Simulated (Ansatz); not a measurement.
Results of PBE0 in Ansatz (plane waves, PAW) for HgI (I4/mmm, No. 139).

Run with plane-wave cutoff 500 eV, 6×6×6 k mesh, gaussian smearing 0.02 eV, scalar-relativistic PAW data made under PBE.

Cell (relaxed with PBEsol):

```cif
data_Hg2I2
_chemical_formula_sum 'Hg2 I2'
_space_group_name_H-M_alt 'P 1'
_space_group_IT_number 1
_cell_length_a 6.75913
_cell_length_b 6.75913
_cell_length_c 6.75913
_cell_angle_alpha 138.006
_cell_angle_beta 138.006
_cell_angle_gamma 60.894
loop_
_space_group_symop_operation_xyz
  'x, y, z'
loop_
_atom_site_label
_atom_site_type_symbol
_atom_site_fract_x
_atom_site_fract_y
_atom_site_fract_z
_atom_site_occupancy
Hg1 Hg 0.88771 0.88771 0.00000 1
Hg2 Hg 0.11229 0.11229 0.00000 1
I1 I 0.65118 0.65118 0.00000 1
I2 I 0.34882 0.34882 0.00000 1
```

Question: What does this level give for the band gap?

Answer: 
- band gap = 2.80 eV (on the SCF k mesh)

Note: cell and atoms aren't relaxed at this level (pressure 1.7 GPa).

Spin–orbit coupling is not included; with these elements it can move the gap by several tenths of an eV or more.

Computed values are for the static lattice.

Ansatz is a first-principles code.
